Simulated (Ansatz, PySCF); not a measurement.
Species, as SMILES: COC=O.
Geometry (B3LYP-D3(BJ)/def2-TZVP, fixed):
```xyz
8

C     -0.9314    -0.0909     0.0015
O     -0.7248    -1.2718    -0.0191
O      0.0010     0.8677     0.0146
H     -1.9259     0.3745     0.0125
C      1.3667     0.4114     0.0025
H      1.9749     1.3108     0.0157
H      1.5676    -0.2028     0.8792
H      1.5619    -0.1729    -0.8956
```
Charge 0, spin multiplicity 1.

Near-linear dependence at PBE0/aug-cc-pVTZ with PySCF (spherical functions, density fitting): canonical orthogonalisation drops combinations whose overlap eigenvalue lies under the threshold. The set has 276 functions.

```json
[
 {"threshold": "1e-3", "orbitals kept": "___", "energy minus last row (mEh)": "___"},
 {"threshold": "1e-4", "orbitals kept": "___", "energy minus last row (mEh)": "___"},
 {"threshold": "1e-5", "orbitals kept": "___", "energy minus last row (mEh)": "___"},
 {"threshold": "1e-6", "orbitals kept": "276", "energy minus last row (mEh)": "0.000"},
 {"threshold": "1e-7", "orbitals kept": "276", "energy minus last row (mEh)": "0.000"},
 {"threshold": "1e-9", "orbitals kept": "276", "energy minus last row (mEh)": "0.000"}
]
```

**Question.** Complete the blanks.

**Answer.** 
- 1e-3, orbitals kept: 261
- 1e-3, energy minus last row (mEh): 15.929
- 1e-4, orbitals kept: 272
- 1e-4, energy minus last row (mEh): 0.083
- 1e-5, orbitals kept: 276
- 1e-5, energy minus last row (mEh): 0.000

The smallest overlap eigenvalue is 3.9e-05. Ansatz (a program for electronic structure) at its default drops 0 functions.
